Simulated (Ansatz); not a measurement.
How the polycrystal shear modulus of bcc Li moves with the method

No measured value is used here.

```tsv
level (code)	value (GPa)	cell (Å³/atom)
LDA (Ansatz)	4.9	19.01
PBE (Ansatz)	5.0	20.26
PBEsol (Ansatz)	5.0	20.24
r²SCAN (Ansatz)	5.0	21.01
```

Each level is taken at its own relaxed cell. Cutoffs differ between the levels. Ansatz's density-functional and Hartree–Fock values are scalar-relativistic unless marked +SOC, with PAW data made under PBE.

Ansatz is a program for electronic structure.
